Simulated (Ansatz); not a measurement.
Ansatz (a program for electronic structure) input (HF/3-21G): The .json file is the Basis Set Exchange's 3-21G.

Ansatz 0.2 input:
```yaml
crystal:
  periodic: [false, false, false]
  atoms:
    - {symbol: S, position_ang: [-1.60490109, 0.11847523, 0.05776296]}
    - {symbol: C, position_ang: [-0.00619368, -0.20174813, -0.39372077]}
    - {symbol: S, position_ang: [1.60722372, -0.04281969, 0.08988233]}
basis:
  gaussian:
    orbitals: 3-21G.json
hamiltonian:
  xc: {name: HF}
total_charge: -1
magnetization: {spin_polarized: true, initial_magnetization: 1}
phonons: {temperatures: {t_min: 298.15, t_max: 298.15, t_step: 100}}
```

Output:

```
WARN ansatz: RAYON_NUM_THREADS=1 ignored (pool sized by the plan → 1); use --threads N
Functional definition: HF
integrals: 0.00 GiB planned
455 factors; integrals over basis functions are off by at most 6.1e-5 eV
mean field: 0.11 GiB planned
mean field evaluation 1: about -22549.3255 eV, gradient 1.9e1 eV
mean field evaluation 2: about -22549.4745 eV, gradient 1.9e1 eV
mean field evaluation 4: about -22552.0362 eV, gradient 2.2e0 eV
mean field evaluation 8: about -22552.1930 eV, gradient 3.6e-1 eV
mean field evaluation 16: about -22552.1989 eV, gradient 1.8e-5 eV
mean field evaluation 32: about -22551.5646 eV, gradient 3.8e0 eV
mean field evaluation 64: about -22552.1976 eV, gradient 1.8e-1 eV
mean field -22552.19894754 eV, -828.7780248926 hartree, gradient 1.8e-5 eV, S^2 0.774376; 3 other end points of the search recorded, 0 dependent functions left out
the calculation of the forces begins
reference -22552.19894754 eV, -828.7780248926 hartree; 20, 19 occupied and 15, 16 virtual orbitals, 455 factors
these checks for a lower state are left out or cut short: stability, starts, cluster_reference, orbital_swaps, neighbouring_geometries, increment
integrals: 0.00 GiB planned
455 factors; integrals over basis functions are off by at most 6.1e-5 eV
mean field: 0.11 GiB planned
mean field -22552.19893930 eV, -828.7780245897 hartree, gradient 4.1e-6 eV, S^2 0.774415; 0 other end points of the search recorded, 0 dependent functions left out
the calculation of the forces begins
reference -22552.19893930 eV, -828.7780245897 hartree; 20, 19 occupied and 15, 16 virtual orbitals, 455 factors
these checks for a lower state are left out or cut short: stability, starts, cluster_reference, orbital_swaps, neighbouring_geometries, increment
integrals: 0.00 GiB planned
455 factors; integrals over basis functions are off by at most 6.2e-5 eV
mean field: 0.11 GiB planned
mean field -22552.19893247 eV, -828.7780243387 hartree, gradient 5.6e-6 eV, S^2 0.774338; 0 other end points of the search recorded, 0 dependent functions left out
the calculation of the forces begins
reference -22552.19893247 eV, -828.7780243387 hartree; 20, 19 occupied and 15, 16 virtual orbitals, 455 factors
these checks for a lower state are left out or cut short: stability, starts, cluster_reference, orbital_swaps, neighbouring_geometries, increment
integrals: 0.00 GiB planned
455 factors; integrals over basis functions are off by at most 6.2e-5 eV
mean field: 0.11 GiB planned
mean field -22552.19890744 eV, -828.7780234191 hartree, gradient 9.4e-6 eV, S^2 0.774289; 0 other end points of the search recorded, 0 dependent functions left out
the calculation of the forces begins
reference -22552.19890744 eV, -828.7780234191 hartree; 20, 19 occupied and 15, 16 virtual orbitals, 455 factors
these checks for a lower state are left out or cut short: stability, starts, cluster_reference, orbital_swaps, neighbouring_geometries, increment
integrals: 0.00 GiB planned
455 factors; integrals over basis functions are off by at most 6.1e-5 eV
mean field: 0.11 GiB planned
mean field evaluation 96: about -22552.1960 eV, gradient 5.5e-1 eV
mean field -22552.19891072 eV, -828.7780235393 hartree, gradient 4.5e-6 eV, S^2 0.774465; 0 other end points of the search recorded, 0 dependent functions left out
the calculation of the forces begins
reference -22552.19891072 eV, -828.7780235393 hartree; 20, 19 occupied and 15, 16 virtual orbitals, 455 factors
these checks for a lower state are left out or cut short: stability, starts, cluster_reference, orbital_swaps, neighbouring_geometries, increment
integrals: 0.00 GiB planned
455 factors; integrals over basis functions are off by at most 6.2e-5 eV
mean field: 0.11 GiB planned
mean field -22552.19888888 eV, -828.7780227370 hartree, gradient 1.9e-6 eV, S^2 0.774334; 0 other end points of the search recorded, 0 dependent functions left out
the calculation of the forces begins
reference -22552.19888888 eV, -828.7780227370 hartree; 20, 19 occupied and 15, 16 virtual orbitals, 455 factors
these checks for a lower state are left out or cut short: stability, starts, cluster_reference, orbital_swaps, neighbouring_geometries, increment
integrals: 0.00 GiB planned
455 factors; integrals over basis functions are off by at most 6.2e-5 eV
mean field: 0.11 GiB planned
mean field -22552.19889699 eV, -828.7780230349 hartree, gradient 4.6e-6 eV, S^2 0.774419; 0 other end points of the search recorded, 0 dependent functions left out
the calculation of the forces begins
reference -22552.19889699 eV, -828.7780230349 hartree; 20, 19 occupied and 15, 16 virtual orbitals, 455 factors
Total energy: -22552.19894754 eV, -828.7780248926 hartree
Atom 0 at    -1.604901     0.118475     0.057763 Å, force    -0.000877     0.000665     0.001202 eV/Å
Atom 1 at    -0.006194    -0.201748    -0.393721 Å, force    -0.000038    -0.001241    -0.002421 eV/Å
Atom 2 at     1.607224    -0.042820     0.089882 Å, force     0.000915     0.000575     0.001220 eV/Å
Dipole moment:    -0.000286    -0.009310    -0.018168 e Å
Vibrations: 309.57 632.16 1082.72 cm⁻¹, zero-point energy 0.125500 eV
```

The blocks after the first are displaced geometries, from whose forces the wavenumbers follow.

The dipole moment of an ion depends on the origin.
